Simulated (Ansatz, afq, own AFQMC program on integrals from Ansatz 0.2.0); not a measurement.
H2Br, doublet: AFQMC among the cluster methods

```xyz
3

H     0.0000    0.0000   -1.1420
H     0.0000    0.0000   -0.3070
Br    0.0000    0.0000    1.4490
```

Basis cc-pVTZ. Only valence electrons are correlated. Ansatz 0.2.0 and our own AFQMC program on the same integrals; the CISD trial comes from CCSD amplitudes, and released means the phaseless constraint is let go. Uncertainties: one standard error, sampling alone. No spin–orbit coupling.

Determinant: UHF, the one that the program's search chose, which needn't be the lowest solution. The geometry is a point of a scan.

No full CI on the walks' own integrals is used here; CCSDT(Q) serves as the reference and is uncertain by about the last step of the cluster series.

Cautions: no relativity below Rb; no spin-orbit coupling; inner d shell frozen.

* T1 diagnostic: 0.0128
* weight of the determinant in the CISD state: 0.910
* ⟨S²⟩ of the determinant: 0.782
* size of the correlated space: 9 electrons in 57 orbitals

| level | correlation energy (eV) |
| --- | --- |
| MP2 | -4.8330 |
| CCSD | -5.5541 |
| CCSD(T) | -5.7217 |

(1) Estimate where phaseless AFQMC with a CISD trial lies against CCSD(T) on the same integrals.

(1) 0.38 ± 0.05 kcal/mol below CCSD(T).

Reference: CCSDT(Q), correlation energy -5.745 eV. The released energy is read at 2.40 1/Eh (meV from the phaseless value at times in 1/Eh: -2.5 ± 1.6 at 0.24, -6.1 ± 1.7 at 0.51, -6.9 ± 1.6 at 0.99, -9.4 ± 1.7 at 1.62, -11.0 ± 2.4 at 2.40).

| level | E − E(reference) (kcal/mol) | share of correlation (%) |
| --- | --- | --- |
| CCSD(T) | 0.55 | 99.59 |
| CCSDT | 0.12 | 99.91 |
| ph-AFQMC/CISD | 0.17 ± 0.05 | 99.87 |
| released AFQMC | -0.09 ± 0.06 | 100.07 |

A walk keeps the symmetry of its determinant, which the program's search chose and which needn't be the lowest solution, so a lower state of the same spin and another symmetry isn't excluded. Released energies are given only where the last usable release times agree within the noise; a slower fall can still hide under it.
